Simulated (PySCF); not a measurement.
Compound: acetylethylenimine, C4H7NO.
Geometry (PBE0-D3(BJ)/def2-SVP, Å), atoms numbered from 1 in this order:
```xyz
13
C4H7NO angstrom
C     -1.9793   -0.4691    0.4024
C     -0.7945    0.2119   -0.2331
O     -0.8251    0.7399   -1.3191
N      0.3460    0.2207    0.5588
C      1.6733    0.0939    0.0524
C      1.0989   -0.9254    0.9848
H     -2.0211   -0.2769    1.4832
H     -1.8975   -1.5587    0.2566
H     -2.8980   -0.1244   -0.0871
H      1.7779   -0.1747   -1.0054
H      2.4059    0.8185    0.4227
H      1.4054   -0.9519    2.0364
H      0.8371   -1.9014    0.5573
```

Level: wB97X-D/def2-SVPD in PySCF, non-relativistic, on one gas-phase PBE0-D3(BJ)/def2-SVP geometry that isn't relaxed in the solvent. The solvent is an IEF-PCM continuum (van der Waals radii × 1.2), and excitations are vertical TDDFT with non-equilibrium linear response and a frozen core. The model holds no explicit solvent molecules, cavitation or dispersion.

| run | E − E(gas) (kcal/mol) | HOMO (eV) | HOMO–LUMO gap (eV) | dipole (D) | lowest singlet (eV) | static polarisability (au) |
| --- | --- | --- | --- | --- | --- | --- |
| gas | 0.00 | -9.28 | 11.08 | 3.53 | 5.31 | 58.0 |
| P | -3.28 | -9.33 | 11.11 | 4.05 | 5.39 | 65.6 |
| Q | -2.87 | -9.32 | 11.11 | 3.99 | 5.38 | 64.6 |

**Question.** The runs were made in benzene and cyclohexane. Which run belongs to which solvent?

**Answer.** P = benzene, Q = cyclohexane. The dielectric constants are 2.017 (cyclohexane), 2.271 (benzene), and the energy falls further as ε rises. The optical constants n² used for the excitations are 2.04, 2.25 in the same order. In this model the ground state sees the solvent through ε alone.

**Question.** How constant is the ratio of the lowering to (ε − 1)/(2ε + 1)?

**Answer.** 
```csv
solvent,(ε − 1)/(2ε + 1),E − E(gas) (kcal/mol),ratio (kcal/mol),polarisation term (kcal/mol)
cyclohexane,0.202,-2.87,-14.2,-3.11
benzene,0.229,-3.28,-14.3,-3.59
```

The ratio changes by +0.5 % in size from cyclohexane to benzene. The polarisation term is half the interaction of the solute with the induced surface charges.

Cost: about 30 s of CPU time on one thread; the machine was shared, so the figure is rough. This is the whole response run at wB97X-D/def2-SVPD in benzene, SCF included.

wB97X-D is run here without its empirical dispersion term; that term would change no orbital, density or response property at a fixed geometry.
